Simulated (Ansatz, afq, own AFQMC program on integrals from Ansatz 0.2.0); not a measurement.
H2BrO, doublet: AFQMC among the cluster methods

```xyz
4

O    -0.9627   -0.2316    0.0000
H    -1.2120    0.6949    0.0000
H     0.3223   -0.2316    0.0000
Br    1.8523   -0.2316    0.0000
```

Connectivity, by distances: OH ··· BrH.

Basis cc-pVTZ. Only valence electrons are correlated. Integrals, coupled cluster, full CI and functionals: Ansatz 0.2.0; the random walks run on the same integrals in our own AFQMC program. ph-AFQMC/CISD is guided by a CISD state made of CCSD amplitudes; releasing the constraint for a short imaginary time cuts its bias at the price of noise, slowly where states lie close. Error bars are statistical, one sigma. No spin–orbit coupling.

Determinant: UHF, the one that the program's search chose, which needn't be the lowest solution. The geometry is a point of a scan.

No full CI on the walks' own integrals is used here. The released AFQMC energy serves as the reference, which it does only where one determinant dominates, the energy is flat over the last release times and near the phaseless one (40 meV or 2 meV an electron, half that with transition metals). On small molecules, where full CI could be run and the noise was under 10 meV, such values lay within 10 meV of it in 19 cases of 20, a flattering rate, since the rule was set on those same cases; what remains of the bias isn't in the error bar.

Cautions: no relativity below Rb; no spin-orbit coupling; inner d shell frozen; the ph-AFQMC/CISD walk drifts between its halves (2.5 errors); the released value is read at 0.99 1/Eh, later times being too noisy (meV from the phaseless value at times in 1/Eh: -15 ± 5 at 0.24, -22 ± 6 at 0.51, -18 ± 10 at 0.99, -28 ± 12 at 1.50).

The T1 diagnostic is 0.0265. The weight of the determinant in the CISD state is 0.853, the ⟨S²⟩ of the determinant is 0.796 and the size of the correlated space is 15 electrons in 86 orbitals.

Reference: AFQMC with the constraint released, correlation energy -12.081 ± 0.010 eV.

| level | E − E(reference) (kcal/mol) | share of correlation (%) |
| --- | --- | --- |
| HF | 278.60 ± 0.22 | 0.00 |
| MP2 | 30.81 ± 0.22 | 88.94 |
| CCSD | 10.38 ± 0.22 | 96.27 |
| CCSD(T) | 0.96 ± 0.22 | 99.66 |
| ph-AFQMC/CISD | 0.42 ± 0.25 | 99.85 |

A walk keeps the symmetry of its determinant, which the program's search chose and which needn't be the lowest solution, so a lower state of the same spin and another symmetry isn't excluded. Released energies are given only where the last usable release times agree within the noise; a slower fall can still hide under it.
